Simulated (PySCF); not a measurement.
Species: 1,3-difluoropropane, C3H6F2.
Atom-mapped SMILES: `[F:1][CH2:2][CH2:3][CH2:4][F:5]` (hydrogens: H6, H7 on C2; H8, H9 on C3; H10, H11 on C4)

Theory: PySCF, TDDFT CAM-B3LYP/aug-cc-pVTZ, vertical, gas phase, core orbitals frozen in the response. The structure is a single PBE0-D3(BJ)/def2-TZVP conformer in the gas phase; no vibrational or solvent corrections. Torsions of this conformer, `[F:1][CH2:2][CH2:3][CH2:4][F:5]`: F1–C2–C3–C4 64°, C2–C3–C4–F5 65°.

Task: What does the calculation give for the low-lying excited states?

Result: 

```json
{"state": "S1", "E (eV)": "8.55", "λ (nm)": "145.0", "ν̃ (cm⁻¹)": "68940", "f": "0.0002", "symmetry": "–", "main configurations (H = HOMO, L = LUMO)": "H→L (75%)"}
{"state": "S2", "E (eV)": "8.55", "λ (nm)": "144.9", "ν̃ (cm⁻¹)": "68990", "f": "0.018", "symmetry": "B", "main configurations (H = HOMO, L = LUMO)": "H-1→L (80%)"}
{"state": "S3", "E (eV)": "8.95", "λ (nm)": "138.6", "ν̃ (cm⁻¹)": "72160", "f": "0.0065", "symmetry": "B", "main configurations (H = HOMO, L = LUMO)": "H→L+1 (44%), H-2→L (31%)"}
{"state": "S4", "E (eV)": "9.08", "λ (nm)": "136.5", "ν̃ (cm⁻¹)": "73230", "f": "0.027", "symmetry": "A", "main configurations (H = HOMO, L = LUMO)": "H-1→L+1 (70%), H-3→L (11%)"}
{"state": "S5", "E (eV)": "9.09", "λ (nm)": "136.4", "ν̃ (cm⁻¹)": "73330", "f": "0.0095", "symmetry": "A", "main configurations (H = HOMO, L = LUMO)": "H→L+2 (57%), H→L+6 (12%), H→L (9%)"}
{"state": "S6", "E (eV)": "9.14", "λ (nm)": "135.6", "ν̃ (cm⁻¹)": "73740", "f": "0.0036", "symmetry": "B", "main configurations (H = HOMO, L = LUMO)": "H-1→L+2 (39%), H→L+3 (14%), H-1→L+6 (10%)"}
{"state": "S7", "E (eV)": "9.19", "λ (nm)": "134.9", "ν̃ (cm⁻¹)": "74110", "f": "0.048", "symmetry": "B", "main configurations (H = HOMO, L = LUMO)": "H-1→L+2 (25%), H→L+3 (23%), H→L+1 (20%)"}
{"state": "S8", "E (eV)": "9.22", "λ (nm)": "134.4", "ν̃ (cm⁻¹)": "74390", "f": "0.0000", "symmetry": "–", "main configurations (H = HOMO, L = LUMO)": "H-1→L+3 (55%), H-3→L (11%)"}
{"state": "S9", "E (eV)": "9.60", "λ (nm)": "129.1", "ν̃ (cm⁻¹)": "77440", "f": "0.040", "symmetry": "A", "main configurations (H = HOMO, L = LUMO)": "H-2→L+1 (34%), H→L+6 (29%), H→L+2 (10%)"}
{"state": "S10", "E (eV)": "9.64", "λ (nm)": "128.6", "ν̃ (cm⁻¹)": "77740", "f": "0.036", "symmetry": "B", "main configurations (H = HOMO, L = LUMO)": "H-2→L+2 (38%), H→L+7 (17%), H-2→L (12%)"}
```

Triplets (Tamm–Dancoff): T1 8.37 eV, H-1→L (71%); T2 8.38 eV, H→L (65%); T3 8.79 eV, H→L+1 (35%), H-2→L (29%), H-2→L+2 (8%); T4 8.88 eV, H-1→L+1 (36%), H→L+2 (21%), H→L+6 (11%).

The lowest singlet comes at 145 nm (825 kJ/mol) in the vacuum ultraviolet; it is dark (f under 0.0005); its leading configuration is HOMO→LUMO (75%). The strongest level in the table is S7 at 9.19 eV (135 nm, f = 0.048). S1/S2 lie within about 0.01 eV of each other. Löwdin shares by element: HOMO (one of a set within 0.03 eV) fluorine 34%, carbon 32% or more (atoms not listed hold the other 34%); LUMO hydrogen 76% or more (atoms not listed hold the other 24%). The listed states span 1.09 eV. Orbital energies (eV): HOMO-3 -11.92, HOMO-2 -11.58, HOMO-1 -10.93, HOMO -10.92, LUMO 0.22, LUMO+1 0.53, LUMO+2 0.75. Weighted by f, the mean energy of these states is 9.27 eV. Symmetry labels in C2 follow from the direction of the transition dipole and are given only for states with f of 0.002 or more. Singlets were solved by full linear response, triplets in the Tamm–Dancoff approximation.
